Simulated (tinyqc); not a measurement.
Worked calculation (part 1 of 3): UHF in the sto-3g basis, for H2O, spin multiplicity 3. Computed by tinyqc, a small Python program that keeps every step (integrals from PySCF). Settings: charge = 0, multiplicity = 3, basis = sto-3g, energy threshold = 1e-08, iteration cap = 67, orthogonalisation = canonical, start = core, DIIS depth = 0, method = UHF. Command: `OMP_NUM_THREADS=1 python tinyqc.py 28248 28249 out.jsonl` (the two numbers bound the seeds that draw the settings). One thread of a shared host (Intel(R) Xeon(R) Processor @ 2.60GHz), about 0.1 s of CPU time with the checks. Later iterations appear only in the table of the cycle.

## One-electron integrals

Geometry (angstrom):
```
atom         x          y         z
O     0.000000   0.000000  0.000000
H     0.000000   0.921000  0.561000
H     0.000000  -0.933000  0.568000
```

Basis sto-3g: exponents (1/bohr^2) and contraction coefficients of normalised primitives:
```
element  l (shell)    exponent  coefficient
O            s (1)  130.709320     0.154329
O            s (1)   23.808861     0.535328
O            s (1)    6.443608     0.444635
O            s (2)    5.033151    -0.099967
O            s (2)    1.169596     0.399513
O            s (2)    0.380389     0.700115
O            p (3)    5.033151     0.155916
O            p (3)    1.169596     0.607684
O            p (3)    0.380389     0.391957
H            s (1)    3.425251     0.154329
H            s (1)    0.623914     0.535328
H            s (1)    0.168855     0.444635
```

Overlap, kinetic and nuclear-attraction integrals over the contracted functions; the nuclear repulsion is the sum of Za Zb / Rab.

nuclear repulsion = 8.08674506 hartree

overlap S:
```
           1O 1s     1O 2s    1O 2px     1O 2py    1O 2pz     2H 1s      3H 1s
1O 1s   1.000000  0.236704  0.000000   0.000000  0.000000  0.040433   0.039117
1O 2s   0.236704  1.000000  0.000000   0.000000  0.000000  0.398859   0.390647
1O 2px  0.000000  0.000000  1.000000   0.000000  0.000000  0.000000   0.000000
1O 2py  0.000000  0.000000  0.000000   1.000000  0.000000  0.297975  -0.293491
1O 2pz  0.000000  0.000000  0.000000   0.000000  1.000000  0.181503   0.178674
2H 1s   0.040433  0.398859  0.000000   0.297975  0.181503  1.000000   0.150783
3H 1s   0.039117  0.390647  0.000000  -0.293491  0.178674  0.150783   1.000000
```

kinetic energy T (hartree):
```
            1O 1s      1O 2s    1O 2px     1O 2py    1O 2pz      2H 1s      3H 1s
1O 1s   29.003200  -0.168011  0.000000   0.000000  0.000000  -0.007997  -0.008283
1O 2s   -0.168011   0.808128  0.000000   0.000000  0.000000   0.078018   0.073144
1O 2px   0.000000   0.000000  2.528731   0.000000  0.000000   0.000000   0.000000
1O 2py   0.000000   0.000000  0.000000   2.528731  0.000000   0.170635  -0.163385
1O 2pz   0.000000   0.000000  0.000000   0.000000  2.528731   0.103937   0.099467
2H 1s   -0.007997   0.078018  0.000000   0.170635  0.103937   0.760032  -0.007585
3H 1s   -0.008283   0.073144  0.000000  -0.163385  0.099467  -0.007585   0.760032
```

nuclear attraction V (hartree):
```
             1O 1s       1O 2s     1O 2px      1O 2py     1O 2pz      2H 1s      3H 1s
1O 1s   -61.593620   -7.413905   0.000000   -0.000262  -0.012561  -1.297844  -1.255099
1O 2s    -7.413905  -10.021490   0.000000   -0.002852  -0.153080  -3.090111  -3.013709
1O 2px    0.000000    0.000000  -9.886235    0.000000   0.000000   0.000000   0.000000
1O 2py   -0.000262   -0.002852   0.000000  -10.021890  -0.001318  -2.040782   1.998281
1O 2pz   -0.012561   -0.153080   0.000000   -0.001318  -9.936540  -1.280908  -1.254051
2H 1s    -1.297844   -3.090111   0.000000   -2.040782  -1.280908  -5.348815  -0.916339
3H 1s    -1.255099   -3.013709   0.000000    1.998281  -1.254051  -0.916339  -5.304686
```

core Hamiltonian H = T + V (hartree):
```
             1O 1s      1O 2s     1O 2px     1O 2py     1O 2pz      2H 1s      3H 1s
1O 1s   -32.590420  -7.581916   0.000000  -0.000262  -0.012561  -1.305841  -1.263382
1O 2s    -7.581916  -9.213362   0.000000  -0.002852  -0.153080  -3.012093  -2.940565
1O 2px    0.000000   0.000000  -7.357504   0.000000   0.000000   0.000000   0.000000
1O 2py   -0.000262  -0.002852   0.000000  -7.493159  -0.001318  -1.870147   1.834896
1O 2pz   -0.012561  -0.153080   0.000000  -0.001318  -7.407809  -1.176971  -1.154584
2H 1s    -1.305841  -3.012093   0.000000  -1.870147  -1.176971  -4.588783  -0.923924
3H 1s    -1.263382  -2.940565   0.000000   1.834896  -1.154584  -0.923924  -4.544654
```

## Two-electron integrals

Functions are numbered as in S; the eight-fold symmetry (ij|kl) = (ji|kl) = (kl|ij) leaves the list below.

Two-electron integrals (ij|kl) in chemists' order, unique and non-zero (hartree):
```
(11|11) 4.785065    (21|11) 0.741380    (21|21) 0.136873    (22|11) 1.118947
(22|21) 0.256633    (22|22) 0.817206    (31|31) 0.024477    (32|31) 0.037809
(32|32) 0.180518    (33|11) 1.115814    (33|21) 0.256684    (33|22) 0.817023
(33|33) 0.880159    (41|41) 0.024477    (42|41) 0.037809    (42|42) 0.180518
(43|43) 0.047444    (44|11) 1.115814    (44|21) 0.256684    (44|22) 0.817023
(44|33) 0.785270    (44|44) 0.880159    (51|51) 0.024477    (52|51) 0.037809
(52|52) 0.180518    (53|53) 0.047444    (54|54) 0.047444    (55|11) 1.115814
(55|21) 0.256684    (55|22) 0.817023    (55|33) 0.785270    (55|44) 0.785270
(55|55) 0.880159    (61|11) 0.128272    (61|21) 0.023494    (61|22) 0.043811
(61|33) 0.043725    (61|41) 0.000924    (61|42) 0.001736    (61|44) 0.043918
(61|51) 0.000563    (61|52) 0.001057    (61|54) 0.000117    (61|55) 0.043797
(61|61) 0.004085    (62|11) 0.325843    (62|21) 0.075730    (62|22) 0.268667
(62|33) 0.263994    (62|41) 0.004865    (62|42) 0.037851    (62|44) 0.274028
(62|51) 0.002963    (62|52) 0.023056    (62|54) 0.006112    (62|55) 0.267717
(62|61) 0.013269    (62|62) 0.111235    (63|31) 0.007755    (63|32) 0.045757
(63|43) 0.007774    (63|53) 0.004735    (63|63) 0.015488    (64|11) 0.205424
(64|21) 0.048343    (64|22) 0.183100    (64|33) 0.174876    (64|41) 0.010467
(64|42) 0.070051    (64|44) 0.196926    (64|51) 0.001652    (64|52) 0.014798
(64|54) 0.008696    (64|55) 0.177289    (64|61) 0.008827    (64|62) 0.092109
(64|64) 0.090875    (65|11) 0.125128    (65|21) 0.029446    (65|22) 0.111530
(65|33) 0.106521    (65|41) 0.001652    (65|42) 0.014798    (65|44) 0.110482
(65|51) 0.008761    (65|52) 0.054770    (65|54) 0.010186    (65|55) 0.117460
(65|61) 0.005377    (65|62) 0.056105    (65|64) 0.045920    (65|65) 0.043459
(66|11) 0.479210    (66|21) 0.113176    (66|22) 0.461648    (66|33) 0.443323
(66|41) 0.009060    (66|42) 0.098343    (66|44) 0.482998    (66|51) 0.005519
(66|52) 0.059902    (66|54) 0.024167    (66|55) 0.458044    (66|61) 0.019984
(66|62) 0.245336    (66|64) 0.231820    (66|65) 0.141206    (66|66) 0.774606
(71|11) 0.124059    (71|21) 0.022725    (71|22) 0.042383    (71|33) 0.042300
(71|41) -0.000892   (71|42) -0.001678   (71|44) 0.042486    (71|51) 0.000543
(71|52) 0.001022    (71|54) -0.000114   (71|55) 0.042369    (71|61) 0.003880
(71|62) 0.012364    (71|64) 0.007557    (71|65) 0.005016    (71|66) 0.018422
(71|71) 0.003822    (72|11) 0.317750    (72|21) 0.073861    (72|22) 0.262343
(72|33) 0.257762    (72|41) -0.004746   (72|42) -0.037053   (72|44) 0.267601
(72|51) 0.002889    (72|52) 0.022557    (72|54) -0.005990   (72|55) 0.261409
(72|61) 0.012465    (72|62) 0.084458    (72|64) 0.048836    (72|65) 0.041296
(72|66) 0.148613    (72|71) 0.012519    (72|72) 0.106414    (73|31) 0.007532
(73|32) 0.044558    (73|43) -0.007592   (73|53) 0.004622    (73|63) 0.011222
(73|73) 0.014751    (74|11) -0.201258   (74|21) -0.047366   (74|22) -0.179612
(74|33) -0.171562   (74|41) 0.010188    (74|42) 0.068424    (74|44) -0.193138
(74|51) -0.001617   (74|52) -0.014530   (74|54) 0.008514    (74|55) -0.173931
(74|61) -0.007656   (74|62) -0.049157   (74|64) -0.017796   (74|65) -0.023563
(74|66) -0.079176   (74|71) -0.008364   (74|72) -0.088530   (74|74) 0.087550
(75|11) 0.122524    (75|21) 0.028836    (75|22) 0.109346    (75|33) 0.104445
(75|41) -0.001617   (75|42) -0.014530   (75|44) 0.108336    (75|51) 0.008516
(75|52) 0.053403    (75|54) -0.009961   (75|55) 0.115131    (75|61) 0.005076
(75|62) 0.041414    (75|64) 0.023485    (75|65) 0.031166    (75|66) 0.079206
(75|71) 0.005092    (75|72) 0.053896    (75|74) -0.044319   (75|75) 0.041732
(76|11) 0.092496    (76|21) 0.021671    (76|22) 0.082802    (76|33) 0.081091
(76|41) -0.000005   (76|42) -0.000069   (76|44) 0.083072    (76|51) 0.001366
(76|52) 0.012462    (76|54) -0.000015   (76|55) 0.084153    (76|61) 0.003743
(76|62) 0.032918    (76|64) 0.023746    (76|65) 0.018703    (76|66) 0.073391
(76|71) 0.003621    (76|72) 0.032276    (76|74) -0.023459   (76|75) 0.018402
(76|76) 0.012019    (77|11) 0.473721    (77|21) 0.111893    (77|22) 0.457138
(77|33) 0.439079    (77|41) -0.008890   (77|42) -0.097039   (77|44) 0.478188
(77|51) 0.005412    (77|52) 0.059076    (77|54) -0.023809   (77|55) 0.453574
(77|61) 0.018829    (77|62) 0.150785    (77|64) 0.079855    (77|65) 0.080090
(77|66) 0.283776    (77|71) 0.019109    (77|72) 0.238924    (77|74) -0.226817
(77|75) 0.138083    (77|76) 0.073391    (77|77) 0.774606
```

## Orthogonalisation

S = U s U^T; canonical form X = U s^(-1/2), so that X^T S X = 1. Each column of U has its largest component positive (the first on a tie).

eigenvalues of S: 0.427735  0.499930  0.897677  1.000000  1.083767  1.349530  1.741362

X:
```
                1          2          3         4          5          6         7
1O 1s   -0.348124   0.025165   0.736241  0.000000  -0.606719  -0.003168  0.189152
1O 2s    1.066465  -0.062311  -0.255201  0.000000  -0.266344  -0.005051  0.464797
1O 2px   0.000000   0.000000   0.000000  1.000000   0.000000   0.000000  0.000000
1O 2py   0.061389   0.905253  -0.000993  0.000000   0.001087   0.660441  0.005911
1O 2pz   0.420749  -0.024398   0.660574  0.000000   0.660635  -0.002351  0.184485
2H 1s   -0.722410  -0.725785  -0.186081  0.000000   0.152642   0.384985  0.384227
3H 1s   -0.613747   0.805559  -0.189270  0.000000   0.154664  -0.395679  0.375165
```

## Starting guess

The start is the orbitals of the core Hamiltonian; D(s) = C_occ C_occ^T for each spin.

D(alpha) at the start:
```
            1O 1s      1O 2s    1O 2px     1O 2py     1O 2pz      2H 1s      3H 1s
1O 1s    1.067424  -0.307868  0.000000  -0.006529  -0.025379   0.083996   0.052773
1O 2s   -0.307868   1.461554  0.000000   0.061793   0.179174  -0.627175  -0.327968
1O 2px   0.000000   0.000000  1.000000   0.000000   0.000000   0.000000   0.000000
1O 2py  -0.006529   0.061793  0.000000   1.169964   0.023953  -0.301137   0.108557
1O 2pz  -0.025379   0.179174  0.000000   0.023953   1.079717  -0.271353  -0.155936
2H 1s    0.083996  -0.627175  0.000000  -0.301137  -0.271353   1.172833   0.428659
3H 1s    0.052773  -0.327968  0.000000   0.108557  -0.155936   0.428659   0.208025
```

D(beta) at the start:
```
            1O 1s      1O 2s    1O 2px     1O 2py     1O 2pz      2H 1s      3H 1s
1O 1s    1.065306  -0.287240  0.000000  -0.000590  -0.017450   0.035170   0.034193
1O 2s   -0.287240   1.260606  0.000000   0.003945   0.101934  -0.151539  -0.146971
1O 2px   0.000000   0.000000  0.000000   0.000000   0.000000   0.000000   0.000000
1O 2py  -0.000590   0.003945  0.000000   1.153311   0.001718  -0.164214   0.160661
1O 2pz  -0.017450   0.101934  0.000000   0.001718   1.050027  -0.088528  -0.086364
2H 1s    0.035170  -0.151539  0.000000  -0.164214  -0.088528   0.047020   0.000247
3H 1s    0.034193  -0.146971  0.000000   0.160661  -0.086364   0.000247   0.044998
```

## Iteration 1: building the Fock matrix

J_ij = sum D_kl (ij|kl) with D = D(alpha) + D(beta), K_ij = sum D_kl (ik|jl) for each spin; F = H + J - K(s); E = tr D H + tr D J / 2 - 0.5 sum_s tr D(s) K(s) + E_nn.

Coulomb J (hartree):
```
            1O 1s     1O 2s    1O 2px     1O 2py    1O 2pz     2H 1s      3H 1s
1O 1s   18.030983  3.417297  0.000000   0.005755  0.008462  0.587494   0.567705
1O 2s    3.417297  8.460411  0.000000   0.062950  0.053160  2.769749   2.640430
1O 2px   0.000000  0.000000  8.376082   0.000000  0.000000  0.000000   0.000000
1O 2py   0.005755  0.062950  0.000000   8.499868  0.016044  1.905005  -1.765816
1O 2pz   0.008462  0.053160  0.000000   0.016044  8.481727  1.163566   1.098249
2H 1s    0.587494  2.769749  0.000000   1.905005  1.163566  4.898193   0.837962
3H 1s    0.567705  2.640430  0.000000  -1.765816  1.098249  0.837962   4.486610
```

exchange K(alpha) (hartree):
```
            1O 1s     1O 2s    1O 2px     1O 2py    1O 2pz     2H 1s      3H 1s
1O 1s    4.928742  0.861326  0.000000  -0.000204  0.000729  0.154540   0.150903
1O 2s    0.861326  1.455152  0.000000   0.013785  0.015333  0.483786   0.412200
1O 2px   0.000000  0.000000  1.189568   0.000000  0.000000  0.000000   0.000000
1O 2py  -0.000204  0.013785  0.000000   1.206820  0.010225  0.290879  -0.197003
1O 2pz   0.000729  0.015333  0.000000   0.010225  1.197021  0.186625   0.135069
2H 1s    0.154540  0.483786  0.000000   0.290879  0.186625  0.792194   0.196714
3H 1s    0.150903  0.412200  0.000000  -0.197003  0.135069  0.196714   0.275648
```

exchange K(beta) (hartree):
```
           1O 1s      1O 2s    1O 2px     1O 2py     1O 2pz     2H 1s      3H 1s
1O 1s   4.901415   0.823005  0.000000   0.000017   0.000607  0.148244   0.143468
1O 2s   0.823005   1.255881  0.000000  -0.000036   0.001604  0.350652   0.341934
1O 2px  0.000000   0.000000  0.305318   0.000000   0.000000  0.000000   0.000000
1O 2py  0.000017  -0.000036  0.000000   1.135380  -0.000126  0.188900  -0.185127
1O 2pz  0.000607   0.001604  0.000000  -0.000126   1.136436  0.114736   0.112298
2H 1s   0.148244   0.350652  0.000000   0.188900   0.114736  0.157408   0.078873
3H 1s   0.143468   0.341934  0.000000  -0.185127   0.112298  0.078873   0.150508
```

F(alpha) (hartree):
```
             1O 1s      1O 2s     1O 2px     1O 2py     1O 2pz      2H 1s      3H 1s
1O 1s   -19.488180  -5.025944   0.000000   0.005697  -0.004829  -0.872887  -0.846579
1O 2s    -5.025944  -2.208103   0.000000   0.046313  -0.115253  -0.726130  -0.712335
1O 2px    0.000000   0.000000  -0.170989   0.000000   0.000000   0.000000   0.000000
1O 2py    0.005697   0.046313   0.000000  -0.200110   0.004502  -0.256021   0.266083
1O 2pz   -0.004829  -0.115253   0.000000   0.004502  -0.123102  -0.200030  -0.191404
2H 1s    -0.872887  -0.726130   0.000000  -0.256021  -0.200030  -0.482783  -0.282675
3H 1s    -0.846579  -0.712335   0.000000   0.266083  -0.191404  -0.282675  -0.333691
```

F(beta) (hartree):
```
             1O 1s      1O 2s    1O 2px     1O 2py     1O 2pz      2H 1s      3H 1s
1O 1s   -19.460852  -4.987624  0.000000   0.005476  -0.004707  -0.866591  -0.839145
1O 2s    -4.987624  -2.008832  0.000000   0.060134  -0.101524  -0.592996  -0.642069
1O 2px    0.000000   0.000000  0.713261   0.000000   0.000000   0.000000   0.000000
1O 2py    0.005476   0.060134  0.000000  -0.128671   0.014852  -0.154043   0.254207
1O 2pz   -0.004707  -0.101524  0.000000   0.014852  -0.062517  -0.128141  -0.168633
2H 1s    -0.866591  -0.592996  0.000000  -0.154043  -0.128141   0.152003  -0.164834
3H 1s    -0.839145  -0.642069  0.000000   0.254207  -0.168633  -0.164834  -0.208551
```

total energy of this density = -73.76686996 hartree

## Iteration 1: diagonalisation and new density

Diagonalise F' = X^T F X, C = X C', fill 6 alpha and 4 beta electrons from the bottom; D(s) = C_occ C_occ^T. Each column has its largest component positive (the first on a tie).

F' = X^T F X (alpha) (hartree):
```
           1          2          3          4          5          6          7
1  -0.414432   0.034447   1.905444   0.000000  -1.610696   0.057823   0.584388
2   0.034447   0.413295  -0.185148   0.000000   0.154299   0.031143   0.010541
3   1.905444  -0.185148  -8.452501   0.000000   8.390877   0.057820  -4.116606
4   0.000000   0.000000   0.000000  -0.170989   0.000000   0.000000   0.000000
5  -1.610696   0.154299   8.390877   0.000000  -8.637803  -0.073439   4.334555
6   0.057823   0.031143   0.057820   0.000000  -0.073439  -0.394995   0.029883
7   0.584388   0.010541  -4.116606   0.000000   4.334555   0.029883  -3.091420
```

orbital energies (alpha) (hartree): MO1 -19.498847, MO2 -1.025145, MO3 -0.410022, MO4 -0.218451, MO5 -0.170989, MO6 0.149408, MO7 0.425201

coefficients C (alpha):
```
              MO1        MO2        MO3        MO4       MO5        MO6        MO7
1O 1s    0.993514  -0.237006   0.030325   0.117857  0.000000  -0.098101   0.009719
1O 2s    0.028044   0.859093  -0.173463  -0.598468  0.000000   0.600882  -0.072239
1O 2px   0.000000   0.000000   0.000000   0.000000  1.000000   0.000000   0.000000
1O 2py  -0.000318  -0.051992   0.589126  -0.177129  0.000000   0.192315   0.917245
1O 2pz   0.002298   0.112861   0.067843   0.641302  0.000000   0.806013  -0.078683
2H 1s   -0.005530   0.180654   0.581287   0.355028  0.000000  -0.713844  -0.629469
3H 1s   -0.005475   0.143239  -0.262836   0.471321  0.000000  -0.575028   0.860369
```

F' = X^T F X (beta) (hartree):
```
           1          2          3         4          5          6          7
1  -0.058776   0.185041   1.969550  0.000000  -1.725223  -0.075379   0.448075
2   0.185041   0.603740  -0.140385  0.000000   0.104050  -0.090828  -0.121836
3   1.969550  -0.140385  -8.390124  0.000000   8.387021   0.018902  -4.198885
4   0.000000   0.000000   0.000000  0.713261   0.000000   0.000000   0.000000
5  -1.725223   0.104050   8.387021  0.000000  -8.556350  -0.026014   4.380986
6  -0.075379  -0.090828   0.018902  0.000000  -0.026014  -0.228433   0.146381
7   0.448075  -0.121836  -4.198885  0.000000   4.380986   0.146381  -2.803047
```

orbital energies (beta) (hartree): MO1 -19.469843, MO2 -0.819857, MO3 -0.242620, MO4 -0.075803, MO5 0.419206, MO6 0.713261, MO7 0.755927

coefficients C (beta):
```
              MO1        MO2        MO3        MO4        MO5       MO6        MO7
1O 1s    0.994096  -0.242582  -0.061927   0.062790   0.090671  0.000000   0.068552
1O 2s    0.025599   0.905899   0.279716  -0.303241  -0.561119  0.000000  -0.432433
1O 2px   0.000000   0.000000   0.000000   0.000000   0.000000  1.000000   0.000000
1O 2py  -0.000347  -0.089732   0.702951   0.220894   0.557270  0.000000  -0.630820
1O 2pz   0.002088   0.125128  -0.107070   0.877790  -0.472382  0.000000  -0.252342
2H 1s   -0.004892   0.052644   0.200489   0.169968   0.180271  0.000000   1.139312
3H 1s   -0.005006   0.166678  -0.429521   0.167597   1.049371  0.000000  -0.202737
```

D(alpha) after iteration 1:
```
            1O 1s      1O 2s    1O 2px     1O 2py     1O 2pz      2H 1s      3H 1s
1O 1s    1.067676  -0.310488  0.000000  -0.009870  -0.025897   0.081188   0.064600
1O 2s   -0.310488   1.488140  0.000000   0.074699   0.185775  -0.587198  -0.459100
1O 2px   0.000000   0.000000  1.000000   0.000000   0.000000   0.000000   0.000000
1O 2py  -0.009870   0.074699  0.000000   0.418133   0.075515   0.132892  -0.356361
1O 2pz  -0.025897   0.185775  0.000000   0.075515   1.078271  -0.287875  -0.162899
2H 1s    0.081188  -0.587198  0.000000   0.132892  -0.287875   1.006179   0.450936
3H 1s    0.064600  -0.459100  0.000000  -0.356361  -0.162899   0.450936   0.642431
```

D(beta) after iteration 1:
```
            1O 1s      1O 2s    1O 2px     1O 2py     1O 2pz      2H 1s      3H 1s
1O 1s    1.054850  -0.230669  0.000000  -0.008240   0.033468  -0.019377  -0.008287
1O 2s   -0.230669   0.991505  0.000000   0.048345  -0.182725   0.052104  -0.020101
1O 2px   0.000000   0.000000  0.000000   0.000000   0.000000   0.000000   0.000000
1O 2py  -0.008240   0.048345  0.000000   0.550987   0.107405   0.173757  -0.279866
1O 2pz   0.033468  -0.182725  0.000000   0.107405   0.797641   0.134307   0.213949
2H 1s   -0.019377   0.052104  0.000000   0.173757   0.134307   0.071880  -0.048829
3H 1s   -0.008287  -0.020101  0.000000  -0.279866   0.213949  -0.048829   0.240384
```
